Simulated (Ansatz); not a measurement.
All numbers were calculated with Ansatz.

Basis-set series for C₂H₄N₂O₂, SMILES `N/C(O)=N\C=O`. The species carries charge 0 and has multiplicity 1. All single points use the PBE0-D4/def2-TZVP geometry. It is one conformer, not always the lowest.

```json
{"functional": "PBE0-D4", "basis": "def2-TZVPP", "functions": "242", "energy (Eh)": "-338.36958", "HOMO (eV)": "-7.53", "LUMO (eV)": "-0.76"}
{"functional": "PBE0-D4", "basis": "def2-QZVPP", "functions": "462", "energy (Eh)": "-338.38775", "HOMO (eV)": "-7.58", "LUMO (eV)": "-0.84"}
{"functional": "ωB97M-V", "basis": "def2-TZVPP", "functions": "242", "energy (Eh)": "-338.63262", "HOMO (eV)": "-9.95", "LUMO (eV)": "1.48"}
{"functional": "ωB97M-V", "basis": "def2-QZVPP", "functions": "462", "energy (Eh)": "-338.64977", "HOMO (eV)": "-10.00", "LUMO (eV)": "1.36"}
```

(1) Give the rows for def2-SVP. (Best estimate.)

Answers

(1) The calculation gave: 
```
functional     basis  functions  energy (Eh)  HOMO (eV)  LUMO (eV)
   PBE0-D4  def2-SVP        104   -337.97933      -7.33      -0.52
   ωB97M-V  def2-SVP        104   -338.23075      -9.73       1.78
```

Positive LUMOs are unbound and depend on the basis.
